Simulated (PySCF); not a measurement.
## What binds to hydrogen cyanide, and how strongly

Gas-phase complexes of hydrogen cyanide, each in one structure from a short search with a few starts, optimised by PBE0-D3(BJ)/def2-TZVPD; other ways of binding may lie lower. Energies in kcal/mol, CCSD(T) at its estimated basis limit, counterpoise-corrected (PySCF): interaction is complex less parts frozen as they stand in it. Contacts are written partner···hydrogen cyanide; electrostatic, Pauli and orbital are terms of the uncorrected MP2 energy, whose rest is dispersion or correlation. The CCSD(T) estimate is Hartree-Fock/aug-cc-pVQZ, plus the MP2 correlation part extrapolated as X⁻³ from aug-cc-pVTZ and aug-cc-pVQZ, plus CCSD(T) less MP2 in aug-cc-pVDZ; noble-gas cores are frozen. It isn't the exact limit.

2 other partners are left out, for which the search missed the form known or expected to bind best.

No frequency run checks that these structures are minima. 3 further partners within 0.25 kcal/mol of a listed one are not ranked.

Problem. Order these partners of hydrogen cyanide by interaction energy, strongest first: sulfur dioxide, PH2F, ethylene, fluoromethane.

Solution. fluoromethane (-3.6), sulfur dioxide (-3.3), PH2F (-2.7), ethylene (-2.4).
```
       partner  contact  distance (Å)  interaction  electrostatic  Pauli  orbital
 fluoromethane    F···H          2.06         -3.6           -5.1    3.4     -1.3
sulfur dioxide    S···N          2.99         -3.3           -5.5    4.9     -1.7
          PH2F    F···H          2.16         -2.7           -3.5    2.2     -0.9
      ethylene    C···H          2.62         -2.4           -3.9    4.2     -1.5
```
